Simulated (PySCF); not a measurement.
# CH3Cl: the cost of one run

Method: relaxation, HF, 6-31g*, and further levels as typed in the inputs, in PySCF 2.14.0.

### 1 The structure to begin with

Bond lengths: C1–Cl2 1.780 Å, C1–H3 1.090 Å, C1–H4 1.090 Å, C1–H5 1.090 Å. Angles: Cl2–C1–H3 108.5°, Cl2–C1–H4 108.5°, Cl2–C1–H5 108.5°, H3–C1–H4 110.4°, H3–C1–H5 110.4°, H4–C1–H5 110.4°.

As a file:

```xyz
5

C     0.0000    0.0000    0.0000
Cl    0.0000    0.0000    1.7800
H     1.0337    0.0000   -0.3459
H    -0.5168    0.8952   -0.3459
H    -0.5168   -0.8952   -0.3459
```

### 2 Relaxation: CH3Cl

Input file run.py:

```python
from pyscf import gto, scf
from pyscf.geomopt.geometric_solver import optimize
mol = gto.M(atom="mol.xyz", basis="6-31g*", verbose=4)
mf = scf.RHF(mol).run(conv_tol=1e-9)
m = optimize(mf, maxsteps=60)
print("optimised structure (A):")
for k in range(m.natm): print(m.atom_symbol(k), *(f"{x:.8f}" for x in m.atom_coords(unit="A")[k]))
```

Started as:

```bash
python run.py
```

**Question.** How long does this run take on 4 threads of AMD EPYC 9R45 (Zen 5), shared host?

About 2.4 s.
